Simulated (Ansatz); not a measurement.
# LiCl (SMILES [Li][Cl]), step by step

Wanted: a series of 62 runs (HF/STO-3G, UHF/STO-3G, HF/3-21G, UHF/3-21G, HF/6-31G*, UHF/6-31G*, B3LYP/6-31G*, UB3LYP/6-31G*, and more) of ClLi. 

The results are computed with Ansatz 0.2.0.

### Step 1. The system as given

LiCl has 2 atoms, charge 0, and is taken as a singlet. As SMILES, `[Li][Cl]`. The shape is that of a PBE0-D4/def2-TZVP optimisation. The run starts from this shape.

Bond lengths: Li1–Cl2 2.014 Å.

### Step 2. A geometry optimisation at HF/STO-3G (run 1)

Input file input.yaml:

```yaml
crystal:
  periodic: [false, false, false]
  atoms:
    - {symbol: Li, position_ang: [0.857060, -0.306110, 0.430800]}
    - {symbol: Cl, position_ang: [-0.857060, 0.306110, -0.430800]}
basis:
  gaussian:
    orbitals: STO-3G
hamiltonian:
  xc: hf
relax:
  f_tol: 0.002
output: {orbitals: {seedname: orbitals}}
```

On the command line:

```sh
$ ansatz run input.yaml --threads 1 --pin off --max-ram 3480MiB --events-out events.jsonl --progress --plain --runs-dir runs
```

Standard output:

```text
Warning: RAYON_NUM_THREADS=1 ignored (pool sized by the plan → 1); use --threads N
The last accepted step is kept in runs//last_step.txt (removed where the run ends without a failure and the disk answers)
[... 48 lines left out ...]
Total energy: -12571.45267358 eV, -461.9923645176 hartree
[... 2 lines left out ...]
Dipole moment:     0.958043    -0.342178     0.481559 e Å
```

Run time: 0.5 s. Hardware: 1 thread of Arm Neoverse V1, shared host.

Steps, from the record of the run:

```
step  energy from the first frame kept (eV)  largest force (eV/Å)
   1                                 0.0000                0.9594
   2                                -0.0344                0.4072
   3                                -0.0408                0.0308
   4                                -0.0408                0.0000
```

After the run. Bond lengths: Li1–Cl2 1.933 Å.

### Step 3. Vibrational wavenumbers at HF/STO-3G (run 2)

Input file job.yaml:

```yaml
crystal:
  periodic: [false, false, false]
  atoms:
    - {symbol: Li, position_ang: [0.822754, -0.293857, 0.413556]}
    - {symbol: Cl, position_ang: [-0.822754, 0.293857, -0.413556]}
basis:
  gaussian:
    orbitals: STO-3G
phonons:
  temperatures:
    t_min: 298.15
    t_max: 298.15
    t_step: 1
hamiltonian:
  xc: hf
```

On the command line:

```sh
$ ansatz run job.yaml --threads 1 --pin off --max-ram 3480MiB --events-out events.jsonl --progress --plain --runs-dir runs
```

Standard output:

```text
Warning: RAYON_NUM_THREADS=1 ignored (pool sized by the plan → 1); use --threads N
[... 104 lines left out ...]
Total energy: -12571.45267358 eV, -461.9923645176 hartree
[... 2 lines left out ...]
Dipole moment:     0.958043    -0.342177     0.481559 e Å
Vibrations: 809.84 cm⁻¹, zero-point energy 0.050204 eV
```

Wall time 0.94 s (1 thread of Arm Neoverse V1, shared host).

Runs 3 to 7 aren't shown in full; the table further down has their settings and results.

### Step 4. The doublet cation: a geometry optimisation at UHF/3-21G (run 8)

Input file job.yaml:

```yaml
crystal:
  periodic: [false, false, false]
  atoms:
    - {symbol: Li, position_ang: [0.898998, -0.321089, 0.451880]}
    - {symbol: Cl, position_ang: [-0.898998, 0.321089, -0.451880]}
basis:
  gaussian:
    orbitals: 3-21G.json
relax: {}
magnetization:
  spin_polarized: true
  initial_magnetization: 1
hamiltonian:
  xc: hf
total_charge: 1
```

The basis set 3-21G is read from a file made from the Basis Set Exchange's data (not shown).

On the command line:

```sh
$ ansatz run job.yaml --threads 1 --pin off --max-ram 3480MiB --events-out events.jsonl --progress --plain --runs-dir runs
```

Standard output, cut to the lines that bear on the results:

```text
Warning: RAYON_NUM_THREADS=1 ignored (pool sized by the plan → 1); use --threads N
[... 1 set-up line as earlier in the session ...]
[... 53 lines left out ...]
Total energy: -12639.12113222 eV, -464.4791345052 hartree
[... 2 lines left out ...]
Dipole moment:     1.716215    -0.612969     0.862653 e Å
```

Run time: 0.99 s. Hardware: 1 thread of Arm Neoverse V1, shared host.

Step by step:

```
step  energy from the first frame kept (eV)  largest force (eV/Å)
   1                                 0.0000                2.0661
   2                                -0.2331                0.9462
   3                                -0.3405                0.1961
   4                                -0.3476                0.0735
   5                                -0.3494                0.0163
   6                                -0.3495                0.0007
```

After the run. Bond lengths: Li1–Cl2 2.577 Å.

Runs 9 to 61 aren't shown in full; the table further down has their settings and results.

### Step 5. The doublet cation: a geometry optimisation at U-wB97X-V/def2-TZVP (run 62)

Input file input.yaml:

```yaml
crystal:
  periodic: [false, false, false]
  atoms:
    - symbol: Li
      position_ang: [0.859544, -0.306997, 0.432049]
    - symbol: Cl
      position_ang: [-0.859544, 0.306997, -0.432049]
basis:
  gaussian:
    orbitals: def2-TZVP
total_charge: 1
magnetization:
  spin_polarized: true
  initial_magnetization: 1
hamiltonian:
  xc: {name: wB97X-V}
relax: {}
```

On the command line:

```sh
$ ansatz run input.yaml --threads 1 --pin off --max-ram 3480MiB --events-out events.jsonl --progress --plain --runs-dir runs
```

Standard output:

```text
Warning: RAYON_NUM_THREADS=1 ignored (pool sized by the plan → 1); use --threads N
[... 1 set-up line as earlier in the session ...]
[... 15 lines left out ...]
392 factors; their error is unknown
[... 11 lines left out ...]
392 factors; their error is unknown
[... 6 lines left out ...]
392 factors; their error is unknown
[... 7 lines left out ...]
392 factors; their error is unknown
[... 6 lines left out ...]
392 factors; their error is unknown
[... 5 lines left out ...]
392 factors; their error is unknown
[... 5 lines left out ...]
Total energy: -12717.95259324 eV, -467.3761372638 hartree
[... 2 lines left out ...]
Dipole moment:     1.456613    -0.520248     0.732165 e Å
```

Run time: 39 s. Hardware: 1 thread of Arm Neoverse V1, shared host; peak memory 0.18 GiB.

Steps, from the record of the run:

```
step  energy from the first frame kept (eV)  largest force (eV/Å)
   1                                 0.0000                1.9493
   2                                -0.1540                1.0926
   3                                -0.2605                0.2676
   4                                -0.2715                0.0629
   5                                -0.2725                0.0060
```

After the run. Bond lengths: Li1–Cl2 2.385 Å.

### Step 6. All runs side by side

```
run                                level         task  walk f tol  partner  energy (Eh)  dipole moment (D)  wall time
  1                            HF/STO-3G     optimise       0.002     base  -461.992365               5.41      0.5 s
  2                            HF/STO-3G  frequencies           –     base  -461.992365               5.41     0.94 s
  3                           UHF/STO-3G       energy           –   cation  -461.703132                  –     0.08 s
  4                           UHF/STO-3G     optimise           –   cation  -461.719853                  –     0.68 s
  5                             HF/3-21G     optimise       0.002     base  -464.790627               8.14     0.54 s
  6                             HF/3-21G  frequencies           –     base  -464.790627               8.14     0.97 s
  7                            UHF/3-21G       energy           –   cation  -464.466289                  –     0.14 s
  8                            UHF/3-21G     optimise           –   cation  -464.479135                  –     0.99 s
  9      HF/6-31G* (Cartesian functions)     optimise       0.002     base  -467.009192               7.65      1.1 s
 10      HF/6-31G* (Cartesian functions)  frequencies           –     base  -467.009192               7.65      2.3 s
 11     UHF/6-31G* (Cartesian functions)       energy           –   cation  -466.687354                  –     0.24 s
 12     UHF/6-31G* (Cartesian functions)     optimise           –   cation  -466.698820                  –      1.6 s
 13   B3LYP/6-31G* (Cartesian functions)     optimise       0.002     base  -467.796283               7.05        3 s
 14   B3LYP/6-31G* (Cartesian functions)  frequencies           –     base  -467.796283               7.05      5.7 s
 15  UB3LYP/6-31G* (Cartesian functions)       energy           –   cation  -467.428616                  –      1.1 s
 16  UB3LYP/6-31G* (Cartesian functions)     optimise           –   cation  -467.439783                  –      6.6 s
 17                         PBE/def2-SVP     optimise       0.002     base  -467.424496               6.28      1.6 s
 18                         PBE/def2-SVP  frequencies           –     base  -467.424496               6.28      3.9 s
 19                        UPBE/def2-SVP       energy           –   cation  -467.061069                  –      1.4 s
 20                        UPBE/def2-SVP     optimise           –   cation  -467.073177                  –      6.3 s
 21     MP2/6-31G* (Cartesian functions)     optimise       0.002     base  -467.146783               7.29      1.4 s
 22     MP2/6-31G* (Cartesian functions)  frequencies           –     base  -467.146783               7.29        3 s
 23    UMP2/6-31G* (Cartesian functions)       energy           –   cation  -466.796466                  –     0.34 s
 24    UMP2/6-31G* (Cartesian functions)     optimise           –   cation  -466.807445                  –      2.3 s
 25                     r2SCAN/def2-TZVP     optimise       0.002     base  -467.771503               7.14      5.1 s
 26                     r2SCAN/def2-TZVP  frequencies           –     base  -467.771503               7.14        9 s
 27                   U-r2SCAN/def2-TZVP       energy           –   cation  -467.404728                  –      6.3 s
 28                   U-r2SCAN/def2-TZVP     optimise           –   cation  -467.414928                  –       20 s
 29                      CCSD(T)/cc-pVTZ     optimise       0.002     base  -467.291388               7.02       24 s
 30                      CCSD(T)/cc-pVTZ  frequencies           –     base  -467.291388               7.02       79 s
 31                      MP2/aug-cc-pVDZ     optimise       0.002     base  -467.198145               7.28      2.5 s
 32                      MP2/aug-cc-pVDZ  frequencies           –     base  -467.198145               7.28      5.7 s
 33                     UMP2/aug-cc-pVDZ       energy           –   cation  -466.835319                  –     0.68 s
 34                     UMP2/aug-cc-pVDZ     optimise           –   cation  -466.846005                  –      4.8 s
 35                           HF/cc-pVTZ     optimise       0.002     base  -467.051161               7.27      1.4 s
 36                           HF/cc-pVTZ  frequencies           –     base  -467.051161               7.27      2.9 s
 37                          UHF/cc-pVTZ       energy           –   cation  -466.729791                  –     0.78 s
 38                          UHF/cc-pVTZ     optimise           –   cation  -466.739832                  –      3.6 s
 39                      SVWN5/def2-TZVP     optimise       0.002     base  -466.184182               6.76      1.4 s
 40                      SVWN5/def2-TZVP  frequencies           –     base  -466.184182               6.76      3.6 s
 41                     USVWN5/def2-TZVP       energy           –   cation  -465.803762                  –      1.2 s
 42                     USVWN5/def2-TZVP     optimise           –   cation  -465.813269                  –      4.5 s
 43                    CCSD(T)/def2-TZVP     optimise       0.002     base  -467.297350               7.24       11 s
 44                    CCSD(T)/def2-TZVP  frequencies           –     base  -467.297350               7.24       34 s
 45                   UCCSD(T)/def2-TZVP       energy           –   cation  -466.939195                  –      2.3 s
 46                   UCCSD(T)/def2-TZVP     optimise           –   cation  -466.949277                  –       43 s
 47                     PBE0/aug-cc-pVTZ     optimise       0.002     base  -467.646173               7.01      6.3 s
 48                     PBE0/aug-cc-pVTZ  frequencies           –     base  -467.646173               7.01       14 s
 49                    UPBE0/aug-cc-pVTZ       energy           –   cation  -467.278593                  –      2.4 s
 50                    UPBE0/aug-cc-pVTZ     optimise           –   cation  -467.288219                  –       17 s
 51                   B3LYP-D4/def2-TZVP     optimise       0.002     base  -467.832689               6.93      2.5 s
 52                   B3LYP-D4/def2-TZVP  frequencies           –     base  -467.832689               6.93      5.4 s
 53                  UB3LYP-D4/def2-TZVP       energy           –   cation  -467.463101                  –      1.1 s
 54                  UB3LYP-D4/def2-TZVP     optimise           –   cation  -467.473026                  –      6.3 s
 55                   wB97M-V/def2-TZVPD     optimise       0.002     base  -467.779465               7.06       13 s
 56                   wB97M-V/def2-TZVPD  frequencies           –     base  -467.779465               7.06       25 s
 57                 U-wB97M-V/def2-TZVPD       energy           –   cation  -467.411365                  –      9.9 s
 58                 U-wB97M-V/def2-TZVPD     optimise           –   cation  -467.421045                  –       57 s
 59                    wB97X-V/def2-TZVP     optimise       0.002     base  -467.733130               7.13      7.8 s
 60                    wB97X-V/def2-TZVP  frequencies           –     base  -467.733130               7.13       18 s
 61                  U-wB97X-V/def2-TZVP       energy           –   cation  -467.366123                  –      6.9 s
 62                  U-wB97X-V/def2-TZVP     optimise           –   cation  -467.376137                  –       39 s
```

### Step 7. Results

```
                                                                                   quantity          value
                                            doublet cation, run 62: total energy at the end  -467.37614 Eh
                                                        doublet cation, run 62: bond length        2.385 Å
                                                               doublet cation, run 62: ⟨S²⟩          0.753
                               vertical ionisation energy (to the doublet cation), HF/3-21G       8.826 eV
                             vertical ionisation energy (to the doublet cation), HF/cc-pVTZ       8.745 eV
                        vertical ionisation energy (to the doublet cation), SVWN5/def2-TZVP      10.352 eV
                     vertical ionisation energy (to the doublet cation), B3LYP-D4/def2-TZVP      10.057 eV
      adiabatic ionisation energy (to the doublet cation, no zero-point term), B3LYP/6-31G*       9.701 eV
  adiabatic ionisation energy (to the doublet cation, no zero-point term), r2SCAN/def2-TZVP       9.703 eV
  adiabatic ionisation energy (to the doublet cation, no zero-point term), PBE0/aug-cc-pVTZ       9.740 eV
adiabatic ionisation energy (to the doublet cation, no zero-point term), B3LYP-D4/def2-TZVP       9.787 eV
```

In words: At HF/3-21G: the vertical ionisation energy comes to 8.83 eV (204 kcal/mol). At HF/cc-pVTZ: removing an electron at fixed nuclei costs 8.74 eV (202 kcal/mol). At SVWN5/def2-TZVP: the vertical ionisation energy comes to 10.35 eV (239 kcal/mol). At B3LYP-D4/def2-TZVP: the vertical ionisation energy comes to 10.06 eV (232 kcal/mol). At B3LYP/6-31G*: the adiabatic ionisation energy (to the doublet cation, no zero-point term) is 9.70 eV (936 kJ/mol). At r2SCAN/def2-TZVP: the adiabatic ionisation energy (to the doublet cation, no zero-point term) is 9.70 eV (936 kJ/mol). Totals of different functionals can't be ranked against each other. In runs 1, 2, 3, 4 the basis is minimal, so the values are rough. All runs together took 9.1 min, the longest 79 s.
